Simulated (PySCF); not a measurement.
## Assignment exercise: C₆H₁₂

Atom-mapped SMILES (the numbers label the heavy atoms): `[CH3:1][CH2:2]/[CH:3]=[CH:4]/[CH2:5][CH3:6]`; H(Xn) means a hydrogen on atom n.

Calculated, not measured (PySCF 2.14): coordinates at the PBE0-D3(BJ)/def2-TZVP level, PBE0/pcSseg-2 with gauge-including orbitals. Non-relativistic, no solvent, rapidly exchanging positions averaged, one conformer.

Shifts are taken against calculated references (same method and geometry level): 13C (σ = 186.03 ppm), 1H (σ = 31.52 ppm) against TMS.

(1) Assign these signals to the numbered atoms. 13C{1H} NMR (computed): δ 144.8, 32.5, 17.6.

(2) Assign these signals to the numbered atoms. 1H NMR (500 MHz, computed): δ 5.82 (m, 2H), 2.08 (m, 4H), 0.96 (t, 6H).

Results:

(1) 
| δ (ppm) | atoms | environment | reason |
| --- | --- | --- | --- |
| 144.8 | C3/C4 | alkene CH | as expected for a trigonal carbon in a double bond |
| 32.5 | C2/C5 | allylic sp3 CH2 | aliphatic region, no heteroatom directly attached |
| 17.6 | C1/C6 | methyl carbon | saturated and bonded to C and H only |

(2) 
5.82 → H(C3)/H(C4), hydrogen on an alkene CH: olefinic region
2.08 → H(C2)/H(C5), hydrogen on an allylic sp3 CH2: allylic position
0.96 → H(C1)/H(C6), hydrogen on a methyl carbon

Shifts are as computed. Against solution values, carbons near 30 ppm lie about +3 ppm off and those near 130 ppm about +9 ppm. Of 1309 compounds with measured shifts, 239 miss one by over three times the rms of a fit or turn the order of signals round; such compounds aren't used in these exercises. No couplings were computed; multiplicities are counted from neighbouring protons, with m where these are inequivalent, close in shift, in a saturated or five-membered ring or joined by F or P, and br s for small geminal =CH2 splittings.
